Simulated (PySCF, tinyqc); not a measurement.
Worked calculation (part 1 of 2): RHF in the sto-6g basis, for H2O, spin multiplicity 1. The lowest restricted solution is unstable here: a spin-polarised one lies 0.0000 hartree lower (PySCF). Computed by tinyqc, a small Python program that keeps every step (integrals from PySCF). Settings: charge = 0, multiplicity = 1, basis = sto-6g, energy threshold = 1e-10, iteration cap = 89, orthogonalisation = symmetric, start = Wolfsberg-Helmholz matrix, DIIS depth = 4, DIIS from iteration = 2, method = RHF. Command: `OMP_NUM_THREADS=1 python tinyqc.py 30911 30912 out.jsonl` (the two numbers bound the seeds that draw the settings). One thread of a shared host (Intel(R) Xeon(R) Processor @ 2.60GHz), about 0.1 s of CPU time with the checks. Later iterations appear only in the table of the cycle.

## One-electron integrals

Geometry (angstrom):
```
atom         x          y         z
O     0.000000   0.000000  0.000000
H     0.000000   1.024000  0.761000
H     0.000000  -0.983000  0.730000
```

Basis sto-6g: exponents (1/bohr^2) and contraction coefficients of normalised primitives:
```
element  l (shell)     exponent  coefficient
O            s (1)  1355.584234     0.009164
O            s (1)   248.544885     0.049361
O            s (1)    69.533902     0.168538
O            s (1)    23.886772     0.370563
O            s (1)     9.275933     0.416492
O            s (1)     3.820341     0.130334
O            s (2)    52.187762    -0.013253
O            s (2)    10.329320    -0.046992
O            s (2)     3.210345    -0.033785
O            s (2)     1.235135     0.250242
O            s (2)     0.536420     0.595117
O            s (2)     0.245881     0.240706
O            p (3)    52.187762     0.003760
O            p (3)    10.329320     0.037679
O            p (3)     3.210345     0.173897
O            p (3)     1.235135     0.418036
O            p (3)     0.536420     0.425860
O            p (3)     0.245881     0.101708
H            s (1)    35.523221     0.009164
H            s (1)     6.513144     0.049361
H            s (1)     1.822143     0.168538
H            s (1)     0.625955     0.370563
H            s (1)     0.243077     0.416492
H            s (1)     0.100112     0.130334
```

Overlap, kinetic and nuclear-attraction integrals over the contracted functions; the nuclear repulsion is the sum of Za Zb / Rab.

nuclear repulsion = 7.03935380 hartree

overlap S, lower triangle:
```
           1O 1s     1O 2s    1O 2px     1O 2py    1O 2pz     2H 1s     3H 1s
1O 1s   1.000000
1O 2s   0.231145  1.000000
1O 2px  0.000000  0.000000  1.000000
1O 2py  0.000000  0.000000  0.000000   1.000000
1O 2pz  0.000000  0.000000  0.000000   0.000000  1.000000
2H 1s   0.026569  0.295098  0.000000   0.219568  0.163175  1.000000
3H 1s   0.029927  0.320503  0.000000  -0.234990  0.174509  0.118521  1.000000
```

kinetic energy T (hartree), lower triangle:
```
            1O 1s     1O 2s    1O 2px     1O 2py    1O 2pz      2H 1s     3H 1s
1O 1s   29.327197
1O 2s   -0.896024  0.842618
1O 2px   0.000000  0.000000  2.531309
1O 2py   0.000000  0.000000  0.000000   2.531309
1O 2pz   0.000000  0.000000  0.000000   0.000000  2.531309
2H 1s   -0.006451  0.023409  0.000000   0.081000  0.060196   0.768522
3H 1s   -0.006540  0.034384  0.000000  -0.098005  0.072781  -0.011666  0.768522
```

nuclear attraction V (hartree), lower triangle:
```
             1O 1s      1O 2s     1O 2px     1O 2py     1O 2pz      2H 1s      3H 1s
1O 1s   -62.105280
1O 2s    -6.347053  -9.845490
1O 2px    0.000000   0.000000  -9.801956
1O 2py    0.000638   0.007135   0.000000  -9.885346
1O 2pz   -0.011499  -0.135357   0.000000   0.003457  -9.847977
2H 1s    -0.831641  -2.128837   0.000000  -1.388039  -1.059864  -4.787763
3H 1s    -0.937550  -2.345327   0.000000   1.513774  -1.153457  -0.639070  -4.917484
```

core Hamiltonian H = T + V (hartree), lower triangle:
```
             1O 1s      1O 2s     1O 2px     1O 2py     1O 2pz      2H 1s      3H 1s
1O 1s   -32.778083
1O 2s    -7.243077  -9.002872
1O 2px    0.000000   0.000000  -7.270647
1O 2py    0.000638   0.007135   0.000000  -7.354038
1O 2pz   -0.011499  -0.135357   0.000000   0.003457  -7.316668
2H 1s    -0.838091  -2.105428   0.000000  -1.307039  -0.999668  -4.019241
3H 1s    -0.944090  -2.310943   0.000000   1.415770  -1.080677  -0.650736  -4.148962
```

## Two-electron integrals

Functions are numbered as in S; the eight-fold symmetry (ij|kl) = (ji|kl) = (kl|ij) leaves the list below.

Two-electron integrals (ij|kl) in chemists' order, unique and non-zero (hartree):
```
(11|11) 4.787491    (21|11) 0.675884    (21|21) 0.121505    (22|11) 1.117379
(22|21) 0.249212    (22|22) 0.817383    (31|31) 0.025762    (32|31) 0.039145
(32|32) 0.180664    (33|11) 1.117381    (33|21) 0.249212    (33|22) 0.817382
(33|33) 0.880663    (41|41) 0.025762    (42|41) 0.039145    (42|42) 0.180664
(43|43) 0.047461    (44|11) 1.117381    (44|21) 0.249212    (44|22) 0.817382
(44|33) 0.785741    (44|44) 0.880663    (51|51) 0.025762    (52|51) 0.039145
(52|52) 0.180664    (53|53) 0.047461    (54|54) 0.047461    (55|11) 1.117381
(55|21) 0.249212    (55|22) 0.817382    (55|33) 0.785741    (55|44) 0.785741
(55|55) 0.880663    (61|11) 0.082516    (61|21) 0.014235    (61|22) 0.028615
(61|33) 0.028555    (61|41) 0.000561    (61|42) 0.001103    (61|44) 0.028671
(61|51) 0.000417    (61|52) 0.000820    (61|54) 0.000086    (61|55) 0.028619
(61|61) 0.001700    (62|11) 0.226507    (62|21) 0.051353    (62|22) 0.189843
(62|33) 0.186554    (62|41) 0.003316    (62|42) 0.025748    (62|44) 0.192910
(62|51) 0.002464    (62|52) 0.019135    (62|54) 0.004724    (62|55) 0.190065
(62|61) 0.006066    (62|62) 0.058086    (63|31) 0.005351    (63|32) 0.031256
(63|43) 0.005162    (63|53) 0.003836    (63|63) 0.007639    (64|11) 0.141375
(64|21) 0.032470    (64|22) 0.127884    (64|33) 0.122396    (64|41) 0.007117
(64|42) 0.047078    (64|44) 0.136674    (64|51) 0.001312    (64|52) 0.011758
(64|54) 0.006775    (64|55) 0.124580    (64|61) 0.003986    (64|62) 0.047520
(64|64) 0.045977    (65|11) 0.105065    (65|21) 0.024131    (65|22) 0.095038
(65|33) 0.090961    (65|41) 0.001312    (65|42) 0.011758    (65|44) 0.093899
(65|51) 0.006327    (65|52) 0.039994    (65|54) 0.007346    (65|55) 0.100256
(65|61) 0.002962    (65|62) 0.035315    (65|64) 0.028491    (65|65) 0.028813
(66|11) 0.410418    (66|21) 0.094742    (66|22) 0.402603    (66|33) 0.388249
(66|41) 0.006887    (66|42) 0.075490    (66|44) 0.415989    (66|51) 0.005118
(66|52) 0.056102    (66|54) 0.020615    (66|55) 0.403569    (66|61) 0.011256
(66|62) 0.166555    (66|64) 0.154826    (66|65) 0.115061    (66|66) 0.774999
(71|11) 0.093008    (71|21) 0.016042    (71|22) 0.032236    (71|33) 0.032168
(71|41) -0.000632   (71|42) -0.001243   (71|44) 0.032299    (71|51) 0.000469
(71|52) 0.000923    (71|54) -0.000097   (71|55) 0.032241    (71|61) 0.001885
(71|62) 0.006591    (71|64) 0.003996    (71|65) 0.003225    (71|66) 0.012146
(71|71) 0.002158    (72|11) 0.249584    (72|21) 0.056560    (72|22) 0.208417
(72|33) 0.204824    (72|41) -0.003654   (72|42) -0.028119   (72|44) 0.211772
(72|51) 0.002713    (72|52) 0.020882    (72|54) -0.005160   (72|55) 0.208656
(72|61) 0.006445    (72|62) 0.049083    (72|64) 0.028355    (72|65) 0.028961
(72|66) 0.110610    (72|71) 0.007525    (72|72) 0.069233    (73|31) 0.005965
(73|32) 0.034609    (73|43) -0.005667   (73|53) 0.004208    (73|63) 0.006215
(73|73) 0.009229    (74|11) -0.153814   (74|21) -0.035319   (74|22) -0.138696
(74|33) -0.132682   (74|41) 0.007901    (74|42) 0.051790    (74|44) -0.148338
(74|51) -0.001438   (74|52) -0.012759   (74|54) 0.007418    (74|55) -0.135066
(74|61) -0.003854   (74|62) -0.027873   (74|64) -0.010451   (74|65) -0.016171
(74|66) -0.059169   (74|71) -0.004889   (74|72) -0.055969   (74|74) 0.053872
(75|11) 0.114226    (75|21) 0.026228    (75|22) 0.102999    (75|33) 0.098533
(75|41) -0.001438   (75|42) -0.012759   (75|44) 0.101743    (75|51) 0.007033
(75|52) 0.044084    (75|54) -0.008051   (75|55) 0.108720    (75|61) 0.003114
(75|62) 0.028700    (75|64) 0.016265    (75|65) 0.022843    (75|66) 0.069810
(75|71) 0.003631    (75|72) 0.041564    (75|74) -0.033153   (75|75) 0.033849
(76|11) 0.063677    (76|21) 0.014592    (76|22) 0.058697    (76|33) 0.057370
(76|41) 0.000011    (76|42) 0.000134    (76|44) 0.058485    (76|51) 0.001078
(76|52) 0.010045    (76|54) 0.000032    (76|55) 0.060237    (76|61) 0.001703
(76|62) 0.017936    (76|64) 0.012906    (76|65) 0.012272    (76|66) 0.055006
(76|71) 0.001918    (76|72) 0.019403    (76|74) -0.013681   (76|75) 0.013133
(76|76) 0.007125    (77|11) 0.426587    (77|21) 0.098446    (77|22) 0.416893
(77|33) 0.401571    (77|41) -0.007372   (77|42) -0.079724   (77|44) 0.431198
(77|51) 0.005475    (77|52) 0.059205    (77|54) -0.022002   (77|55) 0.417910
(77|61) 0.011201    (77|62) 0.104225    (77|64) 0.056448    (77|65) 0.066543
(77|66) 0.262738    (77|71) 0.013187    (77|72) 0.184959    (77|74) -0.170068
(77|75) 0.126296    (77|76) 0.055006    (77|77) 0.774999
```

## Orthogonalisation

S = U s U^T; symmetric (Loewdin) form X = U s^(-1/2) U^T, so that X^T S X = 1.

eigenvalues of S: 0.520095  0.616197  0.892062  1.000000  1.097417  1.266981  1.607248

X, lower triangle:
```
            1O 1s      1O 2s    1O 2px     1O 2py     1O 2pz      2H 1s     3H 1s
1O 1s    1.021908
1O 2s   -0.128213   1.102371
1O 2px   0.000000   0.000000  1.000000
1O 2py   0.000471  -0.005385  0.000000   1.047174
1O 2pz  -0.004598   0.043696  0.000000  -0.002628   1.023426
2H 1s    0.014091  -0.159243  0.000000  -0.129607  -0.086466   1.071458
3H 1s    0.015226  -0.178086  0.000000   0.140472  -0.095112  -0.039625  1.084755
```

## Starting guess

The start is the generalised Wolfsberg-Helmholz matrix (K = 1.75) built on H; D = 2 C_occ C_occ^T.

D at the start, lower triangle:
```
            1O 1s      1O 2s    1O 2px     1O 2py    1O 2pz     2H 1s     3H 1s
1O 1s    2.076900
1O 2s   -0.332000   1.487308
1O 2px   0.000000   0.000000  2.000000
1O 2py  -0.007779   0.031033  0.000000   1.670607
1O 2pz   0.069881  -0.267746  0.000000   0.012506  1.888209
2H 1s   -0.108613   0.323386  0.000000   0.272518  0.111579  0.128445
3H 1s   -0.120461   0.356708  0.000000  -0.276442  0.123371  0.050458  0.154451
```

## Iteration 1: building the Fock matrix

J_ij = sum D_kl (ij|kl), K_ij = sum D_kl (ik|jl); F = H + J - 0.5 K; E = tr D H + tr D J / 2 - 0.25 tr D K + E_nn.

Coulomb J (hartree), lower triangle:
```
            1O 1s      1O 2s    1O 2px     1O 2py    1O 2pz     2H 1s     3H 1s
1O 1s   17.990537
1O 2s    3.223581   8.487108
1O 2px   0.000000   0.000000  8.483733
1O 2py   0.000793   0.001153  0.000000   8.487616
1O 2pz  -0.007766  -0.013771  0.000000  -0.000938  8.489972
2H 1s    0.379992   1.929971  0.000000   1.287737  0.956904  4.084465
3H 1s    0.428125   2.121362  0.000000  -1.399050  1.038848  0.592296  4.240499
```

exchange K (hartree), lower triangle:
```
            1O 1s      1O 2s    1O 2px     1O 2py    1O 2pz     2H 1s     3H 1s
1O 1s    9.800200
1O 2s    1.586050   2.615657
1O 2px   0.000000   0.000000  2.279629
1O 2py  -0.000570   0.009368  0.000000   2.188964
1O 2pz   0.005970  -0.092175  0.000000   0.001850  2.256439
2H 1s    0.195883   0.723502  0.000000   0.455336  0.309844  0.547303
3H 1s    0.220421   0.793323  0.000000  -0.488526  0.337612  0.202031  0.636589
```

Fock matrix F (hartree), lower triangle:
```
             1O 1s      1O 2s    1O 2px     1O 2py     1O 2pz      2H 1s      3H 1s
1O 1s   -19.687646
1O 2s    -4.812521  -1.823592
1O 2px    0.000000   0.000000  0.073272
1O 2py    0.001716   0.003604  0.000000   0.039096
1O 2pz   -0.022249  -0.103041  0.000000   0.001595   0.045084
2H 1s    -0.556041  -0.537208  0.000000  -0.246971  -0.197686  -0.208428
3H 1s    -0.626176  -0.586242  0.000000   0.260982  -0.210635  -0.159456  -0.226757
```

total energy of this density = -74.98093668 hartree

## Iteration 1: diagonalisation and new density

Diagonalise F' = X^T F X, C = X C', fill 5 alpha and 5 beta electrons from the bottom; D = 2 C_occ C_occ^T. Each column has its largest component positive (the first on a tie).

F' = X^T F X (hartree), lower triangle:
```
            1          2         3          4          5          6         7
1  -19.359904
2   -2.497767  -0.836878
3    0.000000   0.000000  0.073272
4    0.003376  -0.009586  0.000000   0.184580
5   -0.034012   0.007318  0.000000  -0.005828   0.113963
6   -0.042807  -0.319880  0.000000  -0.293129  -0.192257   0.010028
7   -0.056051  -0.356540  0.000000   0.313780  -0.210846  -0.062467  0.030958
```

orbital energies (hartree): MO1 -19.691765, MO2 -0.816125, MO3 -0.298172, MO4 -0.060618, MO5 0.073272, MO6 0.436789, MO7 0.572638

coefficients C:
```
              MO1        MO2        MO3        MO4       MO5        MO6        MO7
1O 1s    0.996283  -0.207661  -0.003465   0.119668  0.000000   0.102096   0.026961
1O 2s    0.016313   0.785137   0.018950  -0.576034  0.000000  -0.563812  -0.154623
1O 2px   0.000000   0.000000   0.000000   0.000000  1.000000   0.000000   0.000000
1O 2py  -0.000200  -0.005244   0.552731  -0.008620  0.000000  -0.194998   0.888539
1O 2pz   0.002110   0.127284  -0.001142   0.708258  0.000000  -0.722977  -0.159148
2H 1s   -0.002685   0.240219   0.512086   0.345251  0.000000   0.736880  -0.466141
3H 1s   -0.003006   0.261408  -0.489929   0.333441  0.000000   0.489844   0.761239
```

D after iteration 1, lower triangle:
```
            1O 1s      1O 2s    1O 2px     1O 2py    1O 2pz      2H 1s     3H 1s
1O 1s    2.100072
1O 2s   -0.431576   1.897759
1O 2px   0.000000   0.000000  2.000000
1O 2py  -0.004115   0.022638  0.000000   0.611228
1O 2pz   0.120859  -0.616064  0.000000  -0.014808  1.035673
2H 1s   -0.026036  -0.001221  0.000000   0.557622  0.549025   0.878285
3H 1s   -0.031358   0.007668  0.000000  -0.550087  0.539977  -0.145923  0.839113
```

## Iteration 2: building the Fock matrix

As before.

Coulomb J (hartree), lower triangle:
```
            1O 1s     1O 2s    1O 2px     1O 2py    1O 2pz     2H 1s     3H 1s
1O 1s   16.924774
1O 2s    2.986770  7.859888
1O 2px   0.000000  0.000000  7.887190
1O 2py   0.000499  0.001405  0.000000   7.844181
1O 2pz  -0.015658  0.001730  0.000000  -0.003094  7.848292
2H 1s    0.352683  1.839335  0.000000   1.247686  0.935063  4.252289
3H 1s    0.397387  2.016581  0.000000  -1.349677  1.011505  0.582823  4.352758
```

exchange K (hartree), lower triangle:
```
            1O 1s      1O 2s    1O 2px     1O 2py    1O 2pz     2H 1s     3H 1s
1O 1s    9.790344
1O 2s    1.505084   2.444631
1O 2px   0.000000   0.000000  2.235850
1O 2py  -0.000191   0.003145  0.000000   1.465055
1O 2pz   0.001088  -0.241490  0.000000  -0.024110  1.690579
2H 1s    0.192349   0.688996  0.000000   0.523564  0.412931  1.108101
3H 1s    0.215996   0.748633  0.000000  -0.547166  0.431705  0.180305  1.129060
```

Fock matrix F (hartree), lower triangle:
```
             1O 1s      1O 2s     1O 2px     1O 2py     1O 2pz      2H 1s      3H 1s
1O 1s   -20.748481
1O 2s    -5.008849  -2.365299
1O 2px    0.000000   0.000000  -0.501382
1O 2py    0.001233   0.006968   0.000000  -0.242384
1O 2pz   -0.027701  -0.012883   0.000000   0.012418  -0.313666
2H 1s    -0.581583  -0.610591   0.000000  -0.321135  -0.271070  -0.321003
3H 1s    -0.654701  -0.668679   0.000000   0.339676  -0.285025  -0.158066  -0.360734
```

total energy of this density = -75.54419421 hartree

## Iteration 2: diagonalisation and new density

As before.

F' = X^T F X (hartree), lower triangle:
```
            1          2          3          4          5          6          7
1  -20.426107
2   -2.503791  -1.398142
3    0.000000   0.000000  -0.501382
4    0.002131  -0.004582   0.000000  -0.085472
5   -0.049567   0.107637   0.000000   0.005473  -0.228076
6   -0.053208  -0.309103   0.000000  -0.328480  -0.247431  -0.079381
7   -0.068025  -0.341523   0.000000   0.345437  -0.261186  -0.042730  -0.080030
```

orbital energies (hartree): MO1 -20.751138, MO2 -1.251058, MO3 -0.540271, MO4 -0.501382, MO5 -0.485560, MO6 0.312939, MO7 0.417880

coefficients C:
```
              MO1        MO2        MO3       MO4        MO5        MO6        MO7
1O 1s    0.997082  -0.234468  -0.016494  0.000000   0.060763   0.088656   0.014652
1O 2s    0.012858   0.939777   0.091498  0.000000  -0.338420  -0.525114  -0.093180
1O 2px   0.000000   0.000000   0.000000  1.000000   0.000000   0.000000   0.000000
1O 2py  -0.000150  -0.007083   0.615419  0.000000   0.122577  -0.105161   0.853385
1O 2pz   0.002037   0.022582  -0.151551  0.000000   0.748332  -0.688411  -0.092020
2H 1s   -0.002018   0.108261   0.372649  0.000000   0.432949   0.735212  -0.566435
3H 1s   -0.002264   0.123270  -0.501116  0.000000   0.248521   0.581588   0.756745
```

D after iteration 2, lower triangle:
```
            1O 1s      1O 2s    1O 2px     1O 2py    1O 2pz      2H 1s     3H 1s
1O 1s    2.106224
1O 2s   -0.459200   2.012491
1O 2px   0.000000   0.000000  2.000000
1O 2py  -0.002383   0.016338  0.000000   0.787632
1O 2pz   0.089413  -0.491738  0.000000  -0.003399  1.166966
2H 1s   -0.014469  -0.021414  0.000000   0.563277  0.539910   0.676074
3H 1s   -0.015589  -0.028276  0.000000  -0.557612  0.529400  -0.131587  0.656161
```

## Iteration 9 (converged): orbitals

converged F (hartree), lower triangle:
```
             1O 1s      1O 2s     1O 2px     1O 2py     1O 2pz      2H 1s      3H 1s
1O 1s   -20.540311
1O 2s    -4.965796  -2.286693
1O 2px    0.000000   0.000000  -0.394521
1O 2py    0.000808   0.006382   0.000000  -0.183056
1O 2pz   -0.021065  -0.037270   0.000000   0.008401  -0.224928
2H 1s    -0.577090  -0.586606   0.000000  -0.311907  -0.270254  -0.291359
3H 1s    -0.649609  -0.640661   0.000000   0.328597  -0.282197  -0.149636  -0.323614
```

As before.

F' = X^T F X (hartree), lower triangle:
```
            1          2          3          4          5          6          7
1  -20.218687
2   -2.492330  -1.330270
3    0.000000   0.000000  -0.394521
4    0.001701  -0.004892   0.000000  -0.025235
5   -0.039617   0.081787   0.000000   0.001338  -0.137623
6   -0.054488  -0.297844   0.000000  -0.328146  -0.251957  -0.053815
7   -0.069634  -0.328083   0.000000   0.345621  -0.265526  -0.041027  -0.047839
```

orbital energies (hartree): MO1 -20.543086, MO2 -1.178967, MO3 -0.494374, MO4 -0.414037, MO5 -0.394521, MO6 0.355255, MO7 0.461739

coefficients C:
```
              MO1        MO2        MO3        MO4       MO5        MO6        MO7
1O 1s    0.996996  -0.233758  -0.010011   0.072621  0.000000   0.083133   0.016038
1O 2s    0.013211   0.934530   0.055111  -0.393786  0.000000  -0.498488  -0.102746
1O 2px   0.000000   0.000000   0.000000   0.000000  1.000000   0.000000   0.000000
1O 2py  -0.000126  -0.006701   0.610447   0.050184  0.000000  -0.129805   0.860861
1O 2pz   0.001729   0.050688  -0.061810   0.731442  0.000000  -0.714955  -0.115319
2H 1s   -0.002015   0.113029   0.428879   0.411029  0.000000   0.736028  -0.540391
3H 1s   -0.002249   0.125482  -0.483237   0.326647  0.000000   0.548998   0.762643
```

D after iteration 9, lower triangle:
```
            1O 1s      1O 2s    1O 2px     1O 2py    1O 2pz      2H 1s     3H 1s
1O 1s    2.108037
1O 2s   -0.468862   2.063251
1O 2px   0.000000   0.000000  2.000000
1O 2py  -0.002052   0.015233  0.000000   0.750419
1O 2pz   0.087224  -0.488092  0.000000  -0.002730  1.082801
2H 1s   -0.005749  -0.065238  0.000000   0.563357  0.559720   0.731323
3H 1s   -0.006032  -0.076048  0.000000  -0.558877  0.550298  -0.117603  0.711933
```

## Convergence

Stop when the energy changes by less than 1e-10 hartree and every element of the error matrix X^T (F D S - S D F) X is below 3e-06.

Course of the cycle:
```
iteration   E (hartree)     change  largest element of the error matrix
1          -74.98093668          -                             5.06e-01
2          -75.54419421  -5.63e-01                             1.44e-01
3          -75.57687720  -3.27e-02                             3.90e-02
4          -75.57995088  -3.07e-03                             1.06e-02
5          -75.58016690  -2.16e-04                             2.05e-03
6          -75.58018532  -1.84e-05                             1.97e-04
7          -75.58018537  -5.26e-08                             1.35e-05
8          -75.58018537  -3.56e-10                             5.72e-06
9          -75.58018537  -7.15e-11                             6.30e-07
```

PySCF RHF in the same basis = -75.58018537 hartree

Converged in 9 iterations.
